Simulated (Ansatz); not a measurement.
# Crystal structures of rubidium under r²SCAN

Computed with DFT, r2SCAN, plane waves (500 eV) with PAW, scalar-relativistic (Ansatz 0.2.0). The PAW files were generated under PBE, with cores re-solved for the functional.

Each structure is relaxed within its own symmetry, so a high-lying one may be dynamically unstable.

```csv
structure,ΔE (meV/atom),V (Å³/atom),cell,magnetic state
bcc,0,94.33,a = 5.735 Å,spin not included
fcc,1,95.60,a = 7.258 Å,spin not included
hcp,1,95.40,"a = 5.107 Å, c = 8.448 Å (c/a = 1.654)",spin not included
dhcp,1,95.37,"a = 5.106 Å, c = 16.899 Å (c/a = 3.310)",spin not included
A15,9,95.67,a = 9.147 Å,spin not included
omega (AlB2-type),9,95.24,"a = 8.211 Å, c = 4.893 Å (c/a = 0.596)",spin not included
simple cubic,101,98.73,a = 4.622 Å,spin not included
diamond,307,141.79,a = 10.429 Å,spin not included
```

ΔE counts from bcc.

Differences under about 8 meV lie within the error of the k-point mesh.
